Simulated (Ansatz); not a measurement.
Start from Mo in the bcc (W type) structure (space group Im-3m, No. 229).

```cif
data_Mo
_chemical_formula_sum 'Mo1'
_space_group_name_H-M_alt 'P 1'
_space_group_IT_number 1
_cell_length_a 2.71039
_cell_length_b 2.71039
_cell_length_c 2.71039
_cell_angle_alpha 109.471
_cell_angle_beta 109.471
_cell_angle_gamma 109.471
loop_
_space_group_symop_operation_xyz
  'x, y, z'
loop_
_atom_site_label
_atom_site_type_symbol
_atom_site_fract_x
_atom_site_fract_y
_atom_site_fract_z
_atom_site_occupancy
Mo1 Mo 0.00000 0.00000 0.00000 1
```

Calculations: Kohn–Sham DFT with the PBEsol functional, run in Ansatz (a program for electronic structure) with PAW and 420 eV plane waves, scalar-relativistic without spin-orbit coupling, earlier PAW set.

The change: W takes the place of Mo on all its sites; the structure is relaxed again.

Measured lattice parameter a: Mo 3.141 Å (static lattice; corrected from measurement; as listed in Daniel Mejia-Rodriguez, S. B. Trickey, Phys. Rev. B (2018)); W 3.16 Å (static lattice; corrected from measurement; as listed in Daniel Mejia-Rodriguez, S. B. Trickey, Phys. Rev. B (2018)).

**Question.** How well does PBEsol reproduce the measured shift?

**Answer.** With PBEsol the lattice parameter a moves by +0.025 Å (3.130 → 3.154) against +0.019 Å measured.

Whether these cells are dynamically stable was not tested. The final runs are not spin-polarised.
